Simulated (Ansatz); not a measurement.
Reaction (SMILES): O(F)F → F atom + [O]F (O-F)
B3LYP-D3(BJ)/def2-TZVP geometries, fixed; electronic energies without zero-point terms.

Basis-set convergence of the bond dissociation energy at B2PLYP with Ansatz (a first-principles code). All functions are spherical. Cores are frozen. Open shells are unrestricted. No added dispersion term, no relativity. Functions are those of the species that has most. Reference: the value in aug-pcseg-3, 39.03 kcal/mol, itself unsure by roughly 0.28 kcal/mol (its mean distance from aug-cc-pVQZ, cc-pV5Z, def2-QZVPPD). Deviations are taken from unrounded values.

| basis | functions | bond dissociation energy (kcal/mol) |
|---|---|---|
| cc-pVDZ | 42 | 33.69 |
| aug-cc-pVDZ | 69 | 35.92 |
| def2-SVP | 42 | 34.91 |
| def2-SVPD | 69 | 34.90 |
| pcseg-1 | 42 | 33.02 |
| aug-pcseg-1 | 69 | 36.33 |
| 6-311G** | 54 | 32.77 |
| 6-311+G** | 66 | 32.37 |
| cc-pVTZ | 90 | 37.86 |
| aug-cc-pVTZ | 138 | 38.56 |
| pcseg-2 | 90 | 37.94 |
| aug-pcseg-2 | 138 | 38.59 |
| def2-TZVPP | 93 | 37.64 |
| def2-TZVPPD | 120 | 37.84 |
| cc-pVQZ | 165 | 38.57 |
| aug-cc-pVQZ | 240 | 38.89 |
| def2-QZVPP | 171 | 38.39 |
| def2-QZVPPD | 198 | 38.53 |
| pcseg-3 | 180 | 38.85 |
| aug-pcseg-3 | 255 | 39.03 |

What the diffuse functions change, pair by pair:
- cc-pVDZ to aug-cc-pVDZ: 27 more functions, deviation -5.34 to -3.11 kcal/mol
- def2-SVP to def2-SVPD: 27 more functions, deviation -4.12 to -4.14 kcal/mol
- pcseg-1 to aug-pcseg-1: 27 more functions, deviation -6.02 to -2.70 kcal/mol
- 6-311G** to 6-311+G**: 12 more functions, deviation -6.27 to -6.67 kcal/mol
- cc-pVTZ to aug-cc-pVTZ: 48 more functions, deviation -1.17 to -0.47 kcal/mol
- pcseg-2 to aug-pcseg-2: 48 more functions, deviation -1.09 to -0.44 kcal/mol
- def2-TZVPP to def2-TZVPPD: 27 more functions, deviation -1.39 to -1.19 kcal/mol
- cc-pVQZ to aug-cc-pVQZ: 75 more functions, deviation -0.46 to -0.15 kcal/mol
- def2-QZVPP to def2-QZVPPD: 27 more functions, deviation -0.65 to -0.51 kcal/mol
- pcseg-3 to aug-pcseg-3: 75 more functions, deviation -0.19 to 0.00 kcal/mol

Leaving out the reference's own pair, they bring the value nearer the reference by more than 0.28 kcal/mol in 5 of 9 pairs.
